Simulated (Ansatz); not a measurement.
# AlCl (triplet): from Hartree-Fock to the top rungs, aug-cc-pVTZ

How much of the correlation energy of AlCl (triplet) does each wave-function method recover here?

Computed with Ansatz 0.2.0, Gaussian basis. Level: aug-cc-pVTZ, core rule «outside noble gas», up to 10 orbitals frozen.

The runs, in order: UHF; CCSD(T) on ROHF; CCSD(T) on UHF; BCCD(T) on ROHF; CCSDT(Q) on ROHF; CCSDT(Q) on UHF.

11 further runs of the same task are left out: 8 for a known fault of the program, 3 set aside as unsound or not needed.

**1. The system**

The geometry is a PBE0/def2-TZVPD stationary point (not a proven minimum) of the parent state, kept for this charge and spin.

2 atoms, charge 0, spin multiplicity 3.

Atoms are counted from 1 here; the program's logs count them from 0.

Bond lengths: Al1–Cl2 2.216 Å.

**2. UHF**

The input, in.yaml:

```yaml
crystal:
  periodic: [false, false, false]
  atoms:
    - {symbol: Al, position_ang: [0.000000, 0.000000, 0.000000]}
    - {symbol: Cl, position_ang: [0.000000, 0.000000, 2.215900]}
basis:
  gaussian: {orbitals: aug-cc-pVTZ}
magnetization: {spin_polarized: true, initial_magnetization: 2}
hamiltonian: {xc: hf}
output: {orbitals: {seedname: orbitals}}
```

Command:

```sh
> ansatz run in.yaml --threads 1 --pin off --events-out ev --progress --plain --max-ram 2816MiB --backend cpu
```

Further steps of the session: CCSD(T) on ROHF; CCSD(T) on UHF; BCCD(T) on ROHF; CCSDT(Q) on ROHF; CCSDT(Q) on UHF.

Q: Predict the results of all the runs planned. Wanted: UCCSDT(Q) below the RHF energy; RMP2 from UCCSDT(Q); UMP2 from UCCSDT(Q); RCCSD from UCCSDT(Q); RCCSD(T) from UCCSDT(Q); UCCSD(T) from UCCSDT(Q); RCCSDT(Q) from UCCSDT(Q); T1 diagnostic.

**Answer**, as computed:

| quantity | value |
| --- | --- |
| UCCSDT(Q) below the RHF energy | -6.9257 eV |
| RMP2 from UCCSDT(Q) | +887.8 meV |
| UMP2 from UCCSDT(Q) | +879.7 meV |
| RCCSD from UCCSDT(Q) | +343.2 meV |
| RCCSD(T) from UCCSDT(Q) | +39.6 meV |
| UCCSD(T) from UCCSDT(Q) | +37.9 meV |
| RCCSDT(Q) from UCCSDT(Q) | +3.1 meV |
| levels within 1 kcal/mol (43 meV) | RCCSD(T), UCCSD(T), BCCD(T), RCCSDT, UCCSDT, RCCSDT(Q) |
| T1 diagnostic | 0.020 |

**Reading.** RCCSD(T) lands +39.6 meV from the yardstick (0.6 % of the correlation energy). These misses are within one basis, not against nature; the frozen cores of restricted and unrestricted runs differ, which can shift their rows.
